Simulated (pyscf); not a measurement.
# Substitution at Si: H₃Si–Si(SiH₃)(SiH₃)–Cl (SMILES [SiH3][Si]([SiH3])([SiH3])Cl) + CH₃• (SMILES [CH3]) → H₃C–Si(SiH₃)(SiH₃)–Cl (SMILES C[Si]([SiH3])([SiH3])Cl) + SiH₃• (SMILES [SiH3])

Gas phase, doublet surface, charge 0. Bonds broken: Si2–Si3. Bonds formed: Si2–C15. PySCF, gas phase, ωB97X-D3(BJ)/def2-SVP geometries.

Transition state (Å):

```xyz
18

Cl    -1.1217    -2.1727     0.2347
Si    -0.5564    -0.1437     0.2411
Si    -1.6101     0.4656    -1.7859
Si    -1.7965     1.2334     1.6759
Si     1.6579     0.3040    -0.3750
H     -1.3383     1.9106    -2.0654
H     -1.0761    -0.3526    -2.9149
H     -3.0864     0.2667    -1.6798
H     -2.7151     2.1071     0.8864
H     -2.6023     0.3596     2.5764
H     -0.8939     2.0955     2.4932
H      2.5293    -0.8697    -0.0846
H      2.1365     1.4835     0.4062
H      1.7369     0.6275    -1.8304
C      0.5359    -0.6444     2.3388
H     -0.3261    -0.9145     2.9589
H      1.0877     0.2477     2.6557
H      1.1421    -1.4952     2.0120
```

One imaginary mode, 280i cm⁻¹; descent along it reached the two sides named, in the forms told below.

| bond | change | reactant side (Å) | saddle | product side |
|---|---|---|---|---|
| Si2–Si3 | breaks | 2.329 | 2.364 | 3.4 |
| Si2–C15 | forms | 3.3 | 2.417 | 1.879 |

Electronic energies relative to the separated reactants (kJ/mol):

| level | barrier | reaction energy | reverse barrier |
|---|---|---|---|
| ωB97X-D3(BJ)/def2-TZVP | 10.7 | -41.7 | 52.4 |
| PBE/def2-TZVP | 6.9 | -57.7 | 64.7 |
| r²SCAN/def2-TZVP | 14.4 | -49.6 | 64.0 |
| B3LYP-D3(BJ)/def2-TZVP | 14.7 | -49.8 | 64.5 |
| PBE0-D3(BJ)/def2-TZVP | 7.4 | -52.0 | 59.4 |
| M06-2X/def2-TZVP | 16.2 | -67.5 | 83.7 |
| ωB97M-D3(BJ)/def2-TZVP | 16.1 | -58.6 | 74.7 |
| HF/def2-TZVP | 105.5 | -37.3 | 142.7 |

With ωB97M-D3(BJ)/def2-TZVP energies and thermal terms (ideal gas, 1 atm, RRHO with modes under 100 cm⁻¹ raised to 100, one conformer, R ln 2 for chiral ones without a mode under 150 cm⁻¹), in kJ/mol:

| T (K) | ΔH‡ | ΔG‡ | ΔH | ΔG |
|---|---|---|---|---|
| 298 | 23.5 | 69.1 | -52.7 | -54.9 |
| 600 | 23.5 | 115.4 | -55.5 | -55.9 |
| 900 | 24.9 | 161.1 | -56.9 | -55.8 |
| 1200 | 26.9 | 206.2 | -57.6 | -55.3 |

On the product side the descent ends in a complex (not fully relaxed), 20.7 kJ/mol under the separated species and 73.1 kJ/mol under the saddle at ωB97X-D3(BJ)/def2-TZVP. This saddle turned up in a search for another step; its sides and bond changes are read from the two ends of the descent. One saddle was located; it need not be the lowest between these sides. The angle at the attacked Si is 177°.
